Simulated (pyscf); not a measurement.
Thermochemistry of product channels of H₂B–CH₃ + silane (SiH₄) on the singlet surface, in kcal/mol, from ωB97M-D3(BJ)/def2-TZVP energies (ideal gas, 1 atm, RRHO with modes under 100 cm⁻¹ raised to 100, one conformer, R ln 2 for rigid chiral ones). PySCF, gas phase, ωB97X-D3(BJ)/def2-SVP geometries.

```json
[
 {"products": "H₂B–CH₂–SiH₃ + hydrogen (H₂)", "ΔE": "…", "ΔH(298 K)": "+0.1", "ΔG(900 K)": "+2.9", "ΔG(1200 K)": "+3.0"},
 {"products": "methylsilane (H₃C–SiH₃) + borane (BH₃)", "ΔE": "…", "ΔH(298 K)": "+3.8", "ΔG(900 K)": "+5.4", "ΔG(1200 K)": "+5.9"}
]
```

### Question
Some entries are withheld; supply them.

### Answer

- H₂B–CH₂–SiH₃ + hydrogen (H₂), ΔE: +2.3
- methylsilane (H₃C–SiH₃) + borane (BH₃), ΔE: +3.5

These are energies of the channels, which say nothing of barriers.
